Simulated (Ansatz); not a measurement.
**BF (quintet): wave-function methods side by side, aug-cc-pVDZ**

The task here is to estimate one member of a computed series from the others.

The runs use Ansatz 0.2.0, Gaussian basis; aug-cc-pVDZ, core rule «outside noble gas», up to 2 orbitals frozen.

Plan: UHF; CCSD(T) on ROHF; CCSD(T) on UHF; BCCD(T) on ROHF; CISD; CCSDT(Q) on ROHF; CCSDT(Q) on UHF; CASSCF and MRCISD+Q, 10 electrons in 8 orbitals; CASSCF and NEVPT2, 10 electrons in 8 orbitals.

12 further runs of the same task are left out: 3 for a known fault of the program, 1 that didn't finish, 8 set aside as unsound or not needed.

## The geometry

The geometry is a PBE0/def2-TZVPD stationary point (not a proven minimum) of the parent state, kept for this charge and spin.

2 atoms, charge 0, spin multiplicity 5.

Atoms are counted from 1 here; the program's logs count them from 0.

Bond lengths: B1–F2 1.403 Å.

Set-up of the first run:

Input file in.yaml:

```yaml
crystal:
  periodic: [false, false, false]
  atoms:
    - {symbol: B, position_ang: [0.000000, 0.000000, 0.000000]}
    - {symbol: F, position_ang: [0.000000, 0.000000, 1.402700]}
basis:
  gaussian: {orbitals: aug-cc-pVDZ}
magnetization: {spin_polarized: true, initial_magnetization: 4}
hamiltonian: {xc: hf}
output: {orbitals: {seedname: orbitals}}
```

Started as:

```
ansatz run in.yaml --threads 1 --pin off --events-out ev --progress --plain --max-ram 2393MiB
```

Steps of the session up to this table: UHF; CCSD(T) on ROHF; CCSD(T) on UHF; BCCD(T) on ROHF; CISD; CCSDT(Q) on ROHF; CCSDT(Q) on UHF; CASSCF and MRCISD+Q, 10 electrons in 8 orbitals; CASSCF and NEVPT2, 10 electrons in 8 orbitals.

One of the session's tables, all rows but one given; the rest of the session is left out.

It belongs to the step «Misses and costs». 

| method | from UCCSDT(Q) (kJ/mol) |
| --- | --- |
| ROHF | +522.9 |
| UHF | +510.5 |
| RMP2 | +57.1 |
| UMP2 | +57.5 |
| CISD | +25.6 |
| RCCSD | +9.9 |
| UCCSD | +9.6 |
| RCCSD(T) | +1.4 |
| UCCSD(T) | +1.2 |
| BCCD(T) | +1.3 |
| RCCSDT | ? |
| UCCSDT | +0.1 |
| RCCSDT(Q) | +0.2 |
| UCCSDT(Q) | 0 |
| CASSCF valence | +476.6 |
| NEVPT2 valence | +86.6 |
| MRCISD valence | +22.7 |
| MRCISD+Q valence | +2.8 |

Estimate the missing values for RCCSDT.

As computed: from UCCSDT(Q) (kJ/mol): +0.3. In the column «from UCCSDT(Q) (kJ/mol)» it lies between RCCSDT(Q) (+0.2) and UCCSD(T) (+1.2).

Caveats from the session: Restricted and unrestricted rows rest on different reference determinants; where their highest levels disagree by more than a few hundredths of an eV, they describe different states and don't form one ladder.
